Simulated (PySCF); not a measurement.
A search over the determinants of PF⁺

Unrestricted PBE0; P def2-TZVPPD, F def2-TZVPPD; no relativity (PySCF 2.14). Outer shells of the fragments: P+ 3s2 3p2; F 2s2 2p5.

Followed along the bond (rough minima from three points):

```json
{"2Ms+1": "2", "unpaired": "π ↑", "⟨S²⟩ at the start": "0.76", "R at minimum (Å)": "1.51", "Te (eV)": "0.00"}
{"2Ms+1": "4", "unpaired": "σ ↑, π ↑↑", "⟨S²⟩ at the start": "3.76", "R at minimum (Å)": "1.56", "Te (eV)": "4.39"}
```

Solutions found at the starting distance of 1.780 Å, counted from the lowest of them; the search is not exhaustive and high or unbound solutions are not listed, so other states can lie among these:

```
2Ms+1   unpaired   term  E (eV)  ⟨S²⟩  ⟨Lz²⟩  μ (D)
    2        π ↑     ²Π    0.00  0.76   1.01  -4.06
    2        σ ↑    ²Σ⁺    3.48  0.76   0.00  -3.76
    4  σ ↑, π ↑↑    ⁴Σ⁻    3.75  3.76   0.00  -3.15
    4      π ↑↑↑     ⁴Π    4.31  3.76   1.00  -0.30
    2      π ↑↑↓  mixed    4.69  1.77   3.04  -0.31
    2  σ ↓, π ↑↑  mixed    4.76  1.78   0.00  -2.10
    4  σ ↑↑, π ↑     ⁴Π    6.66  3.76   1.01  -2.53
    4  σ ↑, π ↑↑  mixed    6.93  3.76   2.01  -0.17
    4  σ ↑, π ↑↑  mixed    7.12  3.76   2.01  -0.19
```

A term symbol is given only where ⟨S²⟩ and ⟨Lz²⟩ are close to those of a pure state; real π, δ and φ orbitals otherwise mix terms. A positive dipole points towards F; it is taken about the centre of mass and depends on that origin.

**Question.** Compare the gap between the two lowest followed solutions at the starting distance with the gap between their minima.

**Answer.** At PBE0 the second solution (quartet, unpaired electrons σ ↑, π ↑↑) lies +3.75 eV from the first (doublet, unpaired electrons π ↑) at 1.780 Å and +4.39 eV at the minima; the two curves relax by different amounts, since their minima lie near 1.56 and 1.51 Å.

Counting both spins, an empty level lies below a filled one in some of these solutions, because spin and occupation are held.
